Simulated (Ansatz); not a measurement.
Zinc-blende MnSe (metastable phase), treated with PBE0 in Ansatz (plane waves, PAW).

Run with plane-wave cutoff 500 eV, 6×6×6 k mesh, gaussian smearing 0.02 eV, spin-polarised start, scalar-relativistic PAW data made under PBE.

Cell (relaxed with r²SCAN):

```xyz
2
Lattice="0.0000 2.9614 2.9614 2.9614 0.0000 2.9614 2.9614 2.9614 0.0000" Properties=species:S:1:pos:R:3 pbc="T T T"
Mn     0.0000     0.0000     0.0000
Se     1.4807     1.4807     1.4807
```

Task: Give the computed band gap.

Result: 
band gap: 2.22 eV (on the SCF k mesh)

Note: the magnetic order was assumed, not searched for or taken from measurement; cell and atoms aren't relaxed at this level (pressure 1.0 GPa).

Spin–orbit coupling is not included.

Computing time: roughly 110 core-seconds.

Ansatz is a program for electronic structure.
